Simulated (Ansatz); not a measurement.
Ansatz (a first-principles code) input:

Ansatz 0.2 input:
```yaml
crystal:
  periodic: [false, false, false]
  atoms:
    - {symbol: O, position_ang: [0.01896663, -0.71043085, 0.00501195]}
    - {symbol: C, position_ang: [-0.00767407, 0.70487061, -0.00510197]}
    - {symbol: C, position_ang: [1.32701526, -1.23358840, -0.00630597]}
    - {symbol: C, position_ang: [-1.44885685, 1.16522519, 0.00822254]}
    - {symbol: H, position_ang: [0.53191605, 1.09348631, 0.87107085]}
    - {symbol: H, position_ang: [0.51138476, 1.08044940, -0.89918082]}
    - {symbol: H, position_ang: [1.24509694, -2.31950930, 0.00264131]}
    - {symbol: H, position_ang: [1.87638747, -0.92393236, -0.90539463]}
    - {symbol: H, position_ang: [1.89703806, -0.91081970, 0.87514254]}
    - {symbol: H, position_ang: [-1.97905540, 0.78806055, -0.86721785]}
    - {symbol: H, position_ang: [-1.95854557, 0.80108383, 0.90118280]}
    - {symbol: H, position_ang: [-1.49886130, 2.25558362, 0.00077261]}
basis:
  gaussian:
    orbitals: aug-cc-pVDZ
magnetization: {spin_polarized: false}
correlation: {method: ccsd_t, electrons: outside_noble_gas}
output: {forces: true}
```

Q: Predict the final energy.

A: -193.85496 Eh (CCSD(T)/aug-cc-pVDZ). The basis has 164 functions. The run takes around 8 core-minutes (rough).
